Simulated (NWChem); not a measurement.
Everything below was run with NWChem. System: C3H4, charge 0, spin multiplicity 1, displaced from the optimised geometry.

The NWChem input:

```
start mol
memory heap 200 mb stack 900 mb global 1100 mb
geometry units angstroms nocenter noautoz noautosym
  C      1.223398    -0.195974     0.000000
  C     -0.211608     0.035339     0.000000
  C     -1.407417     0.225249     0.000000
  H      1.449142    -1.273660     0.000000
  H      1.696606     0.247574     0.889750
  H      1.696606     0.247574    -0.889750
  H     -4.060359     0.639190     0.000000
end
basis spherical
  * library cc-pvdz
end
dft
  xc xpbe96 cpbe96
  semidirect memsize 60000000 filesize 0
  iterations 100
end
task dft energy
```

The output up to the point where the run's verdict is printed (cleaned and shortened):

```
             Northwest Computational Chemistry Package (NWChem) 7.3.0
             --------------------------------------------------------

                                NWChem Input Module
                                -------------------

 Scaling coordinates for geometry "geometry" by  1.889725989
 (inverse scale =  0.529177249)

                             Geometry "geometry" -> ""
                             -------------------------

 Output coordinates in angstroms (scale by  1.889725989 to convert to a.u.)

  No.       Tag          Charge          X              Y              Z
 ---- ---------------- ---------- -------------- -------------- --------------
    1 C                    6.0000     1.22339800    -0.19597400     0.00000000
    2 C                    6.0000    -0.21160800     0.03533900     0.00000000
    3 C                    6.0000    -1.40741700     0.22524900     0.00000000
    4 H                    1.0000     1.44914200    -1.27366000     0.00000000
    5 H                    1.0000     1.69660600     0.24757400     0.88975000
    6 H                    1.0000     1.69660600     0.24757400    -0.88975000
    7 H                    1.0000    -4.06035900     0.63919000     0.00000000

 Effective nuclear repulsion energy (a.u.)      55.8493749203

            Nuclear Dipole moment (a.u.)
            ----------------------------
        X                 Y               Z
 ---------------- ---------------- ----------------
    -3.0080034677     0.4693361260     0.0000000000


 Summary of "ao basis" -> "" (spherical)
 ------------------------------------------------------------------------------
       Tag                 Description            Shells   Functions and Types
 ---------------- ------------------------------  ------  ---------------------
 *                          cc-pvdz                   on all atoms

  pbe96 is a nonlocal functional; adding pw91lda local functional.

                                 NWChem DFT Module
                                 -----------------

 Summary of "ao basis" -> "ao basis" (spherical)
 ------------------------------------------------------------------------------
[...]
 d= 0,ls=0.5,diis    52   -116.2590038472 -1.50D-04  1.80D-04  2.59D-03     7.0
 d= 0,ls=0.5,diis    53   -116.2591503637 -1.47D-04  1.83D-04  2.42D-03     7.2
 d= 0,ls=0.5,diis    54   -116.2592630013 -1.13D-04  1.71D-04  2.39D-03     7.3
 d= 0,ls=0.5,diis    55   -116.2593712328 -1.08D-04  1.64D-04  2.33D-03     7.4
 d= 0,ls=0.5,diis    56   -116.2594808749 -1.10D-04  1.52D-04  2.25D-03     7.5
 d= 0,ls=0.5,diis    57   -116.2595995910 -1.19D-04  1.48D-04  2.09D-03     7.7
 d= 0,ls=0.5,diis    58   -116.2596880310 -8.84D-05  1.58D-04  2.04D-03     7.8
 d= 0,ls=0.5,diis    59   -116.2597454641 -5.74D-05  1.29D-04  2.10D-03     7.9
 d= 0,ls=0.5,diis    60   -116.2598321226 -8.67D-05  1.23D-04  1.99D-03     8.0
 d= 0,ls=0.5,diis    61   -116.2598845201 -5.24D-05  1.17D-04  2.00D-03     8.2
 d= 0,ls=0.5,diis    62   -116.2599303926 -4.59D-05  1.05D-04  2.03D-03     8.3
 d= 0,ls=0.5,diis    63   -116.2599969596 -6.66D-05  1.04D-04  1.96D-03     8.5
 d= 0,ls=0.5,diis    64   -116.2600435634 -4.66D-05  1.03D-04  1.95D-03     8.6
 d= 0,ls=0.5,diis    65   -116.2600952351 -5.17D-05  9.19D-05  1.94D-03     8.7
 d= 0,ls=0.5,diis    66   -116.2601443524 -4.91D-05  1.11D-04  1.90D-03     8.9
 d= 0,ls=0.5,diis    67   -116.2601954791 -5.11D-05  8.80D-05  1.87D-03     9.0
 d= 0,ls=0.5,diis    68   -116.2602503511 -5.49D-05  1.48D-04  1.77D-03     9.1
 d= 0,ls=0.5,diis    69   -116.2603690537 -1.19D-04  1.13D-04  1.40D-03     9.3
 d= 0,ls=0.5,diis    70   -116.2604095799 -4.05D-05  1.11D-04  1.41D-03     9.4
 d= 0,ls=0.5,diis    71   -116.2604880394 -7.85D-05  9.67D-05  1.26D-03     9.5
 d= 0,ls=0.5,diis    72   -116.2605139434 -2.59D-05  9.77D-05  1.33D-03     9.7
 d= 0,ls=0.5,diis    73   -116.2605338970 -2.00D-05  8.80D-05  1.41D-03     9.8
 d= 0,ls=0.5,diis    74   -116.2605841096 -5.02D-05  8.47D-05  1.33D-03    10.0
 d= 0,ls=0.5,diis    75   -116.2606245543 -4.04D-05  9.16D-05  1.27D-03    10.1
 d= 0,ls=0.5,diis    76   -116.2606881921 -6.36D-05  1.00D-04  1.13D-03    10.2
 d= 0,ls=0.5,diis    77   -116.2607122879 -2.41D-05  8.38D-05  1.20D-03    10.4
 d= 0,ls=0.5,diis    78   -116.2607553452 -4.31D-05  9.30D-05  1.14D-03    10.5
 d= 0,ls=0.5,diis    79   -116.2607702623 -1.49D-05  1.47D-04  1.22D-03    10.7
 d= 0,ls=0.5,diis    80   -116.2608806998 -1.10D-04  1.17D-04  8.03D-04    10.8
 d= 0,ls=0.5,diis    81   -116.2608805436  1.56D-07  7.79D-05  9.53D-04    10.9
 d= 0,ls=0.5,diis    82   -116.2609091549 -2.86D-05  9.48D-05  9.43D-04    11.1
 d= 0,ls=0.5,diis    83   -116.2609669241 -5.78D-05  8.45D-05  7.86D-04    11.2
 d= 0,ls=0.5,diis    84   -116.2610085185 -4.16D-05  8.62D-05  7.28D-04    11.3
 d= 0,ls=0.5,diis    85   -116.2610387058 -3.02D-05  9.32D-05  7.28D-04    11.5
 d= 0,ls=0.5,diis    86   -116.2610706967 -3.20D-05  8.08D-05  7.15D-04    11.6
 d= 0,ls=0.5,diis    87   -116.2610935999 -2.29D-05  8.39D-05  7.09D-04    11.7
 d= 0,ls=0.5,diis    88   -116.2611311059 -3.75D-05  7.15D-05  6.40D-04    11.9
 d= 0,ls=0.5,diis    89   -116.2611583890 -2.73D-05  6.99D-05  6.13D-04    12.0
 d= 0,ls=0.5,diis    90   -116.2611858612 -2.75D-05  7.32D-05  5.81D-04    12.2
 d= 0,ls=0.5,diis    91   -116.2611995916 -1.37D-05  6.60D-05  6.14D-04    12.3
 d= 0,ls=0.5,diis    92   -116.2612196048 -2.00D-05  9.32D-05  5.98D-04    12.4
 d= 0,ls=0.5,diis    93   -116.2612098830  9.72D-06  6.40D-05  7.42D-04    12.6
 d= 0,ls=0.5,diis    94   -116.2612117935 -1.91D-06  9.59D-05  7.95D-04    12.7
 d= 0,ls=0.5,diis    95   -116.2612262619 -1.45D-05  5.78D-05  8.24D-04    12.8
 d= 0,ls=0.5,diis    96   -116.2612463783 -2.01D-05  4.99D-05  7.72D-04    13.0
 d= 0,ls=0.5,diis    97   -116.2612549080 -8.53D-06  2.53D-04  7.52D-04    13.1
 d= 0,ls=0.5,diis    98   -116.2613628508 -1.08D-04  1.03D-04  2.86D-04    13.3
 d= 0,ls=0.5,diis    99   -116.2614078405 -4.50D-05  1.14D-04  2.13D-04    13.4
 d= 0,ls=0.5,diis   100   -116.2614167131 -8.87D-06  1.03D-04  2.79D-04    13.5
```

The run did not converge; its last values are not results. The next line reads: Calculation failed to converge. NWChem stopped with the message: dft energy failed.
